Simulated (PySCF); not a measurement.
Method: PySCF energies plus ideal-gas RRHO corrections (1 bar). The comparison is the NASA 1993 polynomial table, which mixes measured and estimated data. All species are closed-shell singlets. The harmonic model lacks anharmonicity and excited electronic states, which grow with temperature; levels with a mode under 35 cm⁻¹ are left out. The table's entry may be an old estimate for F2O (not checked at source).

Harmonic frequencies at PBE0/def2-TZVP (cm⁻¹): 508, 949, 1066. Point group C2v; S°(298 K) = 245.9 J/mol/K at this level.

Task: Work out Cp and S° of gaseous F2O at 500, 800, 1200, 1600, 2000 K from these, and set them beside the table.

Result: 
```tsv
T (K)	Cp PBE0/def2-TZVP	Cp table	S° PBE0/def2-TZVP	S° table
500	48.9	50.4	269.3	271.8
800	53.8	54.7	293.5	296.6
1200	56.1	56.4	315.8	319.2
1600	57.0	57.2	332.1	335.5
2000	57.4	57.6	344.8	348.3
```
Units J/mol/K.
